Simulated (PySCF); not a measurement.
**ClF (SMILES FCl): BLYP/cc-pVTZ**

What is the energy change on altering one bond length of ClF at BLYP/cc-pVTZ? 

The calculation is run with PySCF 2.14.0.

2 further runs of the same task are left out: 2 set aside as unsound or not needed.

### 1 Starting point

The species is ClF (2 atoms), meant as a singlet with charge 0. As SMILES, `FCl`. The shape is that of a GFN2-xTB optimisation.

Bond lengths: F1–Cl2 1.682 Å.

### 2 A single-point energy at BLYP/cc-pVTZ

Contents of start.xyz:

```xyz
2
ClF
F      0.000000     0.000000     0.000000
Cl     0.000000     0.000000     1.682250
```

Contents of run.py:

```python
# chlorine monofluoride
from pyscf import gto, dft

mol = gto.M(
    atom='start.xyz',
    charge=0,
    verbose=3,
    basis='cc-pvtz',
    max_memory=1860,
)

mf = dft.RKS(mol)
mf.xc = 'blyp'
mf.grids.level = 5
mf.conv_tol = 1e-10
mf.kernel()
if not mf.converged:
    mf = mf.newton().run(mf.mo_coeff, mf.mo_occ)

etot = mf.e_tot
print('E = %.10f Eh' % etot)
```

On the command line:

```sh
$ OMP_NUM_THREADS=1 python run.py
```

Output:

```text
converged SCF energy = -560.015365849173
E = -560.0153658492 Eh
```

Run time: 3.3 s. Hardware: 1 thread of Arm Neoverse V2, shared host; peak memory 0.3 GiB.

### 3 The distorted shape, same level

Contents of job.py:

```python
from pyscf import gto, dft

molecule = gto.M(
    atom='''
F        0.000000       0.000000      -0.504650
Cl       0.000000       0.000000       1.682250
''',
    verbose=4,
    max_memory=1860,
    basis='cc-pvtz',
    charge=0,
)

myscf = dft.RKS(molecule, xc='blyp')
myscf.grids.level = 5
myscf.conv_tol = 1e-10
myscf.kernel()
if not myscf.converged:
    myscf = myscf.newton().run(myscf.mo_coeff, myscf.mo_occ)

e_final = myscf.e_tot
print('E = %.10f Eh' % e_final)
```

On the command line:

```sh
$ OMP_NUM_THREADS=1 python job.py
```

Output:

```text
PySCF version 2.14.0

[INPUT] num. atoms = 2
[INPUT] num. electrons = 26
[INPUT] charge = 0
[INPUT] spin (= nelec alpha-beta = 2S) = 0
[INPUT] symmetry False subgroup None
[INPUT] Mole.unit = angstrom
[INPUT] Symbol           X                Y                Z      unit          X                Y                Z       unit  Magmom
[INPUT]  1 F      0.000000000000   0.000000000000  -0.504650000000 AA    0.000000000000   0.000000000000  -0.953650288762 Bohr   0.0
[INPUT]  2 Cl     0.000000000000   0.000000000000   1.682250000000 AA    0.000000000000   0.000000000000   3.178991773050 Bohr   0.0

nuclear repulsion = 37.0223207603274
number of shells = 18
number of NR pGTOs = 101
number of NR cGTOs = 64
basis = cc-pvtz
ecp = {}

[... 36 lines left out ...]
WARN: HOMO -0.0863404341008313 == LUMO -0.086340434100818
[... 24 lines left out ...]
converged SCF energy = -559.96500441042
E = -559.9650044104 Eh
```

Wall time 4.2 s (1 thread of Arm Neoverse V2, shared host); peak memory 0.3 GiB.

### 4 Outcome

Level: BLYP/cc-pVTZ.

| quantity | value |
| --- | --- |
| first shape: total energy | -560.01537 Eh |
| first shape: dipole moment | 0.97 D |
| first shape: HOMO energy | -7.73 eV |
| first shape: LUMO energy | -4.64 eV |
| first shape: HOMO–LUMO gap | 3.09 eV |
| distorted shape: total energy | -559.96500 Eh |
| distorted shape: dipole moment | 1.71 D |
| distorted shape: HOMO energy | -8.65 eV |
| distorted shape: LUMO energy | -7.96 eV |
| distorted shape: HOMO–LUMO gap | 0.69 eV |
| energy change with the F1–Cl2 bond stretched from 1.682 to 2.187 Å | 1.370 eV |

**Reading.** With the F1–Cl2 bond stretched from 1.682 to 2.187 Å the energy rises by 1.37 eV (132 kJ/mol). The first shape isn't relaxed at this level, so the change isn't measured from a minimum.
